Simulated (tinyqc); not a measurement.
RHF in the sto-6g basis, for H2O, spin multiplicity 1, step by step (part 2 of 2). Computed by tinyqc, a small Python program that keeps every step (integrals from PySCF). Command: `OMP_NUM_THREADS=1 python tinyqc.py 30828 30829 out.jsonl` (the two numbers bound the seeds that draw the settings). One thread of a shared host (Intel(R) Xeon(R) Processor @ 2.60GHz), about 0.1 s of CPU time with the checks.

Geometry (angstrom):
```
atom         x          y         z
O     0.000000   0.000000  0.000000
H     0.000000   0.928000  0.810000
H     0.000000  -0.928000  0.810000
```

## Populations, bond orders and dipole

D after iteration 12, lower triangle:
```
            1O 1s      1O 2s     1O 2px     1O 2py    1O 2pz      2H 1s     3H 1s
1O 1s    2.108499
1O 2s   -0.471499   2.079534
1O 2px  -0.000001   0.000005   2.000000
1O 2py   0.000000  -0.000001   0.000000   0.791375
1O 2pz   0.087197  -0.489734   0.000007   0.000000  1.019397
2H 1s   -0.003112  -0.086873  -0.000006   0.573941  0.544005   0.723105
3H 1s   -0.003112  -0.086874  -0.000006  -0.573940  0.544006  -0.109389  0.723104
```

overlap S, lower triangle:
```
           1O 1s     1O 2s    1O 2px     1O 2py    1O 2pz     2H 1s     3H 1s
1O 1s   1.000000
1O 2s   0.231145  1.000000
1O 2px  0.000000  0.000000  1.000000
1O 2py  0.000000  0.000000  0.000000   1.000000
1O 2pz  0.000000  0.000000  0.000000   0.000000  1.000000
2H 1s   0.029421  0.316766  0.000000   0.218430  0.190655  1.000000
3H 1s   0.029421  0.316766  0.000000  -0.218430  0.190655  0.150549  1.000000
```

Mulliken: Z minus the diagonal of D S on the atom; Loewdin: the same with S^(1/2) D S^(1/2); Mayer order: 2 sum_s sum (D(s) S)_ij (D(s) S)_ji over the two atoms.

Charges (e):
```
atom   Mulliken    Loewdin
1O    -0.183782  -0.139769
2H     0.091891   0.069885
3H     0.091891   0.069885
```

Mayer bond orders:
```
pair     order
2-1   0.989077
3-1   0.989077
3-2   0.002479
```

dipole moment about the origin, x y z (debye): -0.000003  0.000000  1.416981
